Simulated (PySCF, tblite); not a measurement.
**C₂H₂FO₃−: geometry, infrared bands, NMR shifts, spin-spin couplings and electronic excitations**

Aim: predict the infrared bands, NMR shifts, spin-spin couplings and electronic excitations of C₂H₂FO₃− (`O=C([O-])OCF`).

Programs: tblite 0.8.0 and PySCF 2.14.0, with density-fitted response routines of our own. Each step states its level of theory. These are calculated values for one molecule in the gas phase, unless marked as measured. Atoms count from 0, in the outputs and in this text.

## 1. The molecule as given

8 atoms, charge -1, multiplicity 1; geometry from: GFN2-xTB.

Bonds of the start (Å): O0–C1 1.21, C1–O2 1.20, C1–O3 1.56, O3–C4 1.33, C4–F5 1.41, C4–H6 1.11, C4–H7 1.11.

## 2. Vibrational analysis with GFN2-xTB

Job settings and geometry (Å):

```
{"job": {"kind": "ir", "xc": "GFN2-xTB", "basis": "xTB"}, "charge": -1, "multiplicity": 1}
O      1.216631     0.621947    -1.253290
C      1.448964     0.091280    -0.192094
O      2.429117    -0.160654     0.458708
O      0.172269    -0.455309     0.523296
C     -0.992798    -0.157395    -0.040442
F     -1.721645     0.800031     0.702654
H     -1.672688    -1.028071    -0.078395
H     -0.870793     0.297585    -1.040497
```

**Question.** This job is followed by: PBE0-D3(BJ)/def2-SVP geometry optimisation, gas phase; GIAO PBE0/pcSseg-1 NMR shielding, non-relativistic, gas phase; B3LYP/pcJ-1 indirect spin-spin coupling, non-relativistic, gas phase; TDDFT PBE0/def2-SVPD, vertical, gas phase, core orbitals frozen in the response; GIAO wB97X-D/pcSseg-2 NMR shielding, non-relativistic, gas phase. What will the session give for the following? strongest single infrared mode (GFN2-xTB); zero-point energy (GFN2-xTB); point group; rotational constants (main isotopes); ¹³C shifts against TMS (PBE0/pcSseg-1); ¹H shifts against TMS (PBE0/pcSseg-1, means over atoms taken as alike); ¹⁷O shifts against H2O (PBE0/pcSseg-1, means over atoms taken as alike); ¹⁹F shifts against CFCl3 (PBE0/pcSseg-1); largest coupling of the table (B3LYP/pcJ-1); lowest singlet (PBE0/def2-SVPD); brightest single state of those computed; lowest triplet; vertical ionisation energy (ΔSCF); range of the shift of O0.

**Answer**, as computed:

| quantity | value |
| --- | --- |
| strongest single infrared mode (GFN2-xTB) | 2001 cm⁻¹, 829 km/mol |
| zero-point energy (GFN2-xTB) | 27.8 kcal/mol |
| point group | C1 |
| rotational constants (main isotopes) | 8.52, 2.32, 2.06 GHz |
| ¹³C shifts against TMS (PBE0/pcSseg-1) | 151.1, 100.5 ppm |
| ¹H shifts against TMS (PBE0/pcSseg-1, means over atoms taken as alike) | 5.63 ppm |
| ¹⁷O shifts against H2O (PBE0/pcSseg-1, means over atoms taken as alike) | 223.8, 215.5 ppm |
| ¹⁹F shifts against CFCl3 (PBE0/pcSseg-1) | -156.9 ppm |
| largest coupling of the table (B3LYP/pcJ-1) | ¹J(C,F) C4–F5, -254.9 Hz |
| lowest singlet (PBE0/def2-SVPD) | 5.94 eV (209 nm), f = 0.010 |
| brightest single state of those computed | state 9, 7.46 eV, f = 0.108 |
| lowest triplet | 5.87 eV |
| vertical ionisation energy (ΔSCF) | 4.79 eV |
| range of the shift of O0 | 215.1 to 223.8 ppm |

In words: No mode is imaginary among the 18: a minimum at this level. The strongest single mode, at 2001 cm⁻¹, moves mainly C1. Unscaled tight-binding wavenumbers are off by several per cent, some by more. Its intensities can rank the bands wrongly. The optimisation took 7 steps and gained 0.046 eV; among the close pairs (by a distance rule), C1–O3 changed most, from 1.562 to 1.508 Å. No frequency check was run at this level, so the end point may be a saddle. At PBE0/pcSseg-1: The widest tensor belongs to O0, O2: span 293 ppm, with a paramagnetic part of -292 ppm. Of the pairs tabulated at B3LYP/pcJ-1, C4–F5 couples most strongly (-254.9 Hz; Fermi contact -289.1 Hz). The lowest singlet, at 5.94 eV, is HOMO→LUMO 0.92 and is weak; of the 10 states computed, the strongest absorption comes from states 8 to 9 together at 7.46 eV. The lowest triplet lies 0.08 eV below the lowest singlet (triplets in Tamm-Dancoff, singlets in full TDDFT). In the gas-phase run even the lowest singlet lies above the computed detachment energy of this anion, so its states are not to be taken as bound. At PBE0/def2-SVPD, all states lie near or above the ionisation energy, where they hang on the basis. The orbital energy would give 2.38 eV for ionisation, ΔSCF gives 4.79 eV. In ppm, O0 (with its like atoms) moves most: its shift spreads over 8.7 ppm, from 215.1 (wB97X-D/pcSseg-2) to 223.8 (PBE0/pcSseg-1). Most of that comes from the computed reference, not from the atom's own shielding.
